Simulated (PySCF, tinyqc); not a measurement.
Worked calculation: CCSD on RHF in the sto-3g basis, frozen core, for HF, spin multiplicity 1. The lowest restricted solution is unstable here: a spin-polarised one lies 0.0301 hartree lower (PySCF). Computed by tinyqc, a small Python program that keeps every step (integrals from PySCF). Settings: charge = 0, multiplicity = 1, basis = sto-3g, method = RHF, frozen orbitals = 1, energy threshold = 1e-10, iteration cap = 63, orthogonalisation = symmetric, start = core, DIIS depth = 6, amplitude equations = CCSD, DIIS depth for amplitudes = 6, cap on updates = 67. Command: `OMP_NUM_THREADS=1 python tinyqc.py 24253 24254 out.jsonl` (the two numbers bound the seeds that draw the settings). One thread of a shared host (Intel(R) Xeon(R) Processor @ 2.60GHz), about 0.2 s of CPU time with the checks. The early iterations of the SCF are left out here.

## One-electron integrals

Geometry (angstrom):
```
atom       x       y       z
F     0.0000  0.0000  0.0000
H     0.0000  0.0000  1.4000
```

Basis sto-3g: exponents (1/bohr^2) and contraction coefficients of normalised primitives:
```
element  l (shell)  exponent  coefficient
F            s (1)  166.6791       0.1543
F            s (1)   30.3608       0.5353
F            s (1)    8.2168       0.4446
F            s (2)    6.4648      -0.1000
F            s (2)    1.5023       0.3995
F            s (2)    0.4886       0.7001
F            p (3)    6.4648       0.1559
F            p (3)    1.5023       0.6077
F            p (3)    0.4886       0.3920
H            s (1)    3.4253       0.1543
H            s (1)    0.6239       0.5353
H            s (1)    0.1689       0.4446
```

Overlap, kinetic and nuclear-attraction integrals over the contracted functions; the nuclear repulsion is the sum of Za Zb / Rab.

nuclear repulsion = 3.401853 hartree

overlap S:
```
         1F 1s   1F 2s  1F 2px  1F 2py  1F 2pz   2H 1s
1F 1s   1.0000  0.2380  0.0000  0.0000  0.0000  0.0159
1F 2s   0.2380  1.0000  0.0000  0.0000  0.0000  0.1974
1F 2px  0.0000  0.0000  1.0000  0.0000  0.0000  0.0000
1F 2py  0.0000  0.0000  0.0000  1.0000  0.0000  0.0000
1F 2pz  0.0000  0.0000  0.0000  0.0000  1.0000  0.1803
2H 1s   0.0159  0.1974  0.0000  0.0000  0.1803  1.0000
```

kinetic energy T (hartree):
```
          1F 1s    1F 2s  1F 2px  1F 2py  1F 2pz    2H 1s
1F 1s   36.9846  -0.2129  0.0000  0.0000  0.0000  -0.0051
1F 2s   -0.2129   1.0380  0.0000  0.0000  0.0000  -0.0073
1F 2px   0.0000   0.0000  3.2480  0.0000  0.0000   0.0000
1F 2py   0.0000   0.0000  0.0000  3.2480  0.0000   0.0000
1F 2pz   0.0000   0.0000  0.0000  0.0000  3.2480   0.0374
2H 1s   -0.0051  -0.0073  0.0000  0.0000  0.0374   0.7600
```

nuclear attraction V (hartree):
```
           1F 1s     1F 2s    1F 2px    1F 2py    1F 2pz    2H 1s
1F 1s   -77.3876   -9.2668    0.0000    0.0000   -0.0065  -0.6349
1F 2s    -9.2668  -11.9191    0.0000    0.0000   -0.0807  -1.6147
1F 2px    0.0000    0.0000  -11.8143    0.0000    0.0000   0.0000
1F 2py    0.0000    0.0000    0.0000  -11.8143    0.0000   0.0000
1F 2pz   -0.0065   -0.0807    0.0000    0.0000  -11.8515  -1.2414
2H 1s    -0.6349   -1.6147    0.0000    0.0000   -1.2414  -4.6074
```

core Hamiltonian H = T + V (hartree):
```
           1F 1s     1F 2s   1F 2px   1F 2py   1F 2pz    2H 1s
1F 1s   -40.4030   -9.4796   0.0000   0.0000  -0.0065  -0.6400
1F 2s    -9.4796  -10.8811   0.0000   0.0000  -0.0807  -1.6220
1F 2px    0.0000    0.0000  -8.5663   0.0000   0.0000   0.0000
1F 2py    0.0000    0.0000   0.0000  -8.5663   0.0000   0.0000
1F 2pz   -0.0065   -0.0807   0.0000   0.0000  -8.6035  -1.2040
2H 1s    -0.6400   -1.6220   0.0000   0.0000  -1.2040  -3.8474
```

## Two-electron integrals

Functions are numbered as in S; the eight-fold symmetry (ij|kl) = (ji|kl) = (kl|ij) leaves the list below.

Two-electron integrals (ij|kl) in chemists' order, unique and non-zero (hartree):
```
(11|11) 5.4035     (21|11) 0.8419     (21|21) 0.1563     (22|11) 1.2680
(22|21) 0.2923     (22|22) 0.9262     (31|31) 0.0280     (32|31) 0.0432
(32|32) 0.2046     (33|11) 1.2645     (33|21) 0.2924     (33|22) 0.9260
(33|33) 0.9975     (41|41) 0.0280     (42|41) 0.0432     (42|42) 0.2046
(43|43) 0.0538     (44|11) 1.2645     (44|21) 0.2924     (44|22) 0.9260
(44|33) 0.8900     (44|44) 0.9975     (51|51) 0.0280     (52|51) 0.0432
(52|52) 0.2046     (53|53) 0.0538     (54|54) 0.0538     (55|11) 1.2645
(55|21) 0.2924     (55|22) 0.9260     (55|33) 0.8900     (55|44) 0.8900
(55|55) 0.9975     (61|11) 0.0570     (61|21) 0.0105     (61|22) 0.0195
(61|33) 0.0195     (61|44) 0.0195     (61|51) 3.97e-04   (61|52) 0.0008
(61|55) 0.0196     (61|61) 0.0007     (62|11) 0.1655     (62|21) 0.0387
(62|22) 0.1397     (62|33) 0.1376     (62|44) 0.1376     (62|51) 0.0026
(62|52) 0.0215     (62|55) 0.1437     (62|61) 0.0026     (62|62) 0.0276
(63|31) 0.0038     (63|32) 0.0235     (63|53) 0.0044     (63|63) 0.0038
(64|41) 0.0038     (64|42) 0.0235     (64|54) 0.0044     (64|64) 0.0038
(65|11) 0.1217     (65|21) 0.0288     (65|22) 0.1116     (65|33) 0.1071
(65|44) 0.1071     (65|51) 0.0054     (65|52) 0.0393     (65|55) 0.1204
(65|61) 0.0020     (65|62) 0.0272     (65|65) 0.0305     (66|11) 0.3756
(66|21) 0.0893     (66|22) 0.3725     (66|33) 0.3625     (66|44) 0.3625
(66|51) 0.0062     (66|52) 0.0740     (66|55) 0.3922     (66|61) 0.0061
(66|62) 0.1015     (66|65) 0.1177     (66|66) 0.7746
```

## Orthogonalisation

S = U s U^T; symmetric (Loewdin) form X = U s^(-1/2) U^T, so that X^T S X = 1.

eigenvalues of S: 0.6737  0.8635  1.0000  1.0000  1.1208  1.3420

X:
```
          1F 1s    1F 2s  1F 2px  1F 2py   1F 2pz    2H 1s
1F 1s    1.0224  -0.1254  0.0000  0.0000  -0.0018   0.0108
1F 2s   -0.1254   1.0384  0.0000  0.0000   0.0145  -0.1057
1F 2px   0.0000   0.0000  1.0000  0.0000   0.0000   0.0000
1F 2py   0.0000   0.0000  0.0000  1.0000   0.0000   0.0000
1F 2pz  -0.0018   0.0145  0.0000  0.0000   1.0129  -0.0945
2H 1s    0.0108  -0.1057  0.0000  0.0000  -0.0945   1.0286
```

## Iteration 7 (converged): orbitals

converged F (hartree):
```
           1F 1s    1F 2s   1F 2px   1F 2py   1F 2pz    2H 1s
1F 1s   -25.9238  -6.6264   0.0000   0.0000  -0.0121  -0.4535
1F 2s    -6.6264  -3.0125   0.0000   0.0000  -0.0084  -0.4777
1F 2px    0.0000   0.0000  -0.4652   0.0000   0.0000   0.0000
1F 2py    0.0000   0.0000   0.0000  -0.4652   0.0000   0.0000
1F 2pz   -0.0121  -0.0084   0.0000   0.0000  -0.1807  -0.3643
2H 1s    -0.4535  -0.4777   0.0000   0.0000  -0.3643  -0.2165
```

Diagonalise F' = X^T F X, C = X C', fill 5 alpha and 5 beta electrons from the bottom; D = 2 C_occ C_occ^T. Each column has its largest component positive (the first on a tie).

F' = X^T F X (hartree):
```
          1        2        3        4        5        6
1  -25.4570  -3.3861   0.0000   0.0000  -0.0244  -0.0149
2   -3.3861  -1.8391   0.0000   0.0000   0.0427  -0.2374
3    0.0000   0.0000  -0.4652   0.0000   0.0000   0.0000
4    0.0000   0.0000   0.0000  -0.4652   0.0000   0.0000
5   -0.0244   0.0427   0.0000   0.0000  -0.1170  -0.3514
6   -0.0149  -0.2374   0.0000   0.0000  -0.3514  -0.0878
```

orbital energies (hartree): MO1 -25.9329, MO2 -1.4047, MO3 -0.4652, MO4 -0.4652, MO5 -0.4373, MO6 0.2741

coefficients C:
```
            MO1      MO2      MO3     MO4      MO5      MO6
1F 1s    0.9950  -0.2607   0.0000  0.0000   0.0385   0.0409
1F 2s    0.0202   1.0104   0.0000  0.0000  -0.1941  -0.2153
1F 2px   0.0000   0.0000  -0.6146  0.7888   0.0000   0.0000
1F 2py   0.0000   0.0000   0.7888  0.6146   0.0000   0.0000
1F 2pz   0.0008   0.0113   0.0000  0.0000   0.6866  -0.7507
2H 1s   -0.0022   0.0770   0.0000  0.0000   0.6213   0.8283
```

D after iteration 7:
```
          1F 1s    1F 2s  1F 2px  1F 2py   1F 2pz    2H 1s
1F 1s    2.1191  -0.5015  0.0000  0.0000   0.0486   0.0032
1F 2s   -0.5015   2.1181  0.0000  0.0000  -0.2436  -0.0857
1F 2px   0.0000   0.0000  2.0000  0.0000   0.0000   0.0000
1F 2py   0.0000   0.0000  0.0000  2.0000   0.0000   0.0000
1F 2pz   0.0486  -0.2436  0.0000  0.0000   0.9430   0.8549
2H 1s    0.0032  -0.0857  0.0000  0.0000   0.8549   0.7840
```

Within a degenerate level the vectors are fixed only up to a rotation; this is one choice.

## Convergence

Stop when the energy changes by less than 1e-10 hartree and every element of the error matrix X^T (F D S - S D F) X is below 3e-06.

Course of the cycle:
```
iteration  E (hartree)     change  largest element of the error matrix
1           -97.905070          -                             3.55e-01
2           -98.400308  -4.95e-01                             2.57e-01
3           -98.450811  -5.05e-02                             3.61e-02
4           -98.451912  -1.10e-03                             4.45e-03
5           -98.451927  -1.46e-05                             1.87e-04
6           -98.451927  -2.36e-08                             1.01e-06
7           -98.451927  -5.83e-13                             2.03e-09
```

PySCF RHF in the same basis = -98.451927 hartree

Converged in 7 iterations.

## Integrals over molecular orbitals

(pq|rs) = sum C_ip C_jq C_kr C_ls (ij|kl), one index at a time.

one-electron integrals over orbitals h = C^T H C (hartree):
```
          1        2        3        4        5        6
1  -40.3859   0.7281   0.0000   0.0000  -0.1008  -0.1121
2    0.7281  -9.1156   0.0000   0.0000   0.4208   0.6263
3    0.0000   0.0000  -8.5663   0.0000   0.0000   0.0000
4    0.0000   0.0000   0.0000  -8.5663   0.0000   0.0000
5   -0.1008   0.4208   0.0000   0.0000  -6.5144   2.4077
6   -0.1121   0.6263   0.0000   0.0000   2.4077  -5.8865
```

Two-electron integrals over orbitals (pq|rs), unique and non-zero (hartree); the lowest 1 orbital is frozen and left out:
```
(22|22) 0.8810    (32|32) 0.1916    (33|22) 0.9004    (33|33) 0.9975
(42|42) 0.1916    (43|43) 0.0538    (44|22) 0.9004    (44|33) 0.8900
(44|44) 0.9975    (52|22) -0.0446   (52|33) -0.0562   (52|44) -0.0562
(52|52) 0.1242    (53|32) -0.0219   (53|53) 0.0322    (54|42) -0.0219
(54|54) 0.0322    (55|22) 0.6651    (55|33) 0.6509    (55|44) 0.6509
(55|52) -0.0070   (55|55) 0.6465    (62|22) -0.0671   (62|33) -0.0673
(62|44) -0.0673   (62|52) -0.0848   (62|55) -0.0193   (62|62) 0.0913
(63|32) -0.0225   (63|53) -0.0241   (63|63) 0.0282    (64|42) -0.0225
(64|54) -0.0241   (64|64) 0.0282    (65|22) -0.2619   (65|33) -0.2647
(65|44) -0.2647   (65|52) 0.0684    (65|55) -0.0848   (65|62) 0.0278
(65|65) 0.2519    (66|22) 0.6224    (66|33) 0.6092    (66|44) 0.6092
(66|52) 0.0366    (66|55) 0.6319    (66|62) -0.0463   (66|65) -0.0301
(66|66) 0.6533
```

## CCSD: starting amplitudes

t_ij^ab = <ij||ab> / (e_i + e_j - e_a - e_b), whose energy is MP2.

Starting amplitudes (spin orbitals 1a, 1b, ...; amplitudes related by a flip of all spins are not repeated):
```
from      to        t
5a 5b  6a 6b  -0.1771
2a 2b  6a 6b  -0.0272
4a 4b  6a 6b  -0.0191
3a 3b  6a 6b  -0.0191
2a 5b  6a 6b  -0.0116
```

correlation energy = -0.048817 hartree

## CCSD: amplitude update 1

t_i^a D_i^a and t_ij^ab D_ij^ab are set to the remaining terms of the spin-orbital equations, evaluated with the old amplitudes; for the doubles these are <ij||ab> + 1/2 <ab||ef> t_ij^ef + 1/2 <mn||ij> t_mn^ab + P(ij)P(ab) <mb||ej> t_im^ae + terms in t^2 + terms with t1, D the orbital-energy denominators.

Amplitudes after update 1 (spin orbitals 1a, 1b, ...; amplitudes related by a flip of all spins are not repeated):
```
from      to        t
5a 5b  6a 6b  -0.2587
2a 2b  6a 6b  -0.0250
2a 5b  6a 6b  -0.0202
4a 4b  6a 6b  -0.0201
3a 3b  6a 6b  -0.0201
5a        6a   0.0166
2a        6a  -0.0042
```

correlation energy = -0.069652 hartree

## CCSD: convergence

E_corr = 1/4 sum <ij||ab> t_ij^ab + 1/2 sum <ij||ab> t_i^a t_j^b; stop when the norm of the change is below 1e-8.

Course of the amplitude iterations:
```
update  correlation energy (hartree)  norm of the change
0                          -0.048817                   -
1                          -0.069652            1.67e-01
2                          -0.078966            7.65e-02
3                          -0.086189            3.39e-02
4                          -0.085970            1.48e-03
5                          -0.086111            4.67e-04
6                          -0.086060            2.49e-04
7                          -0.086052            9.46e-06
8                          -0.086059            3.60e-05
9                          -0.086059            8.92e-08
10                         -0.086059            3.07e-09
```

Converged amplitudes (spin orbitals 1a, 1b, ...; amplitudes related by a flip of all spins are not repeated):
```
from      to        t
5a 5b  6a 6b  -0.3260
5a        6a   0.0273
2a 5b  6a 6b  -0.0234
2a 2b  6a 6b  -0.0198
4a 4b  6a 6b  -0.0178
3a 3b  6a 6b  -0.0178
2a        6a  -0.0106
```

CCSD total energy = -98.537986 hartree

T1 diagnostic, norm of the one-spin t1 over sqrt(correlated electrons) = 0.0103

Converged in 10 updates, with DIIS from the third.
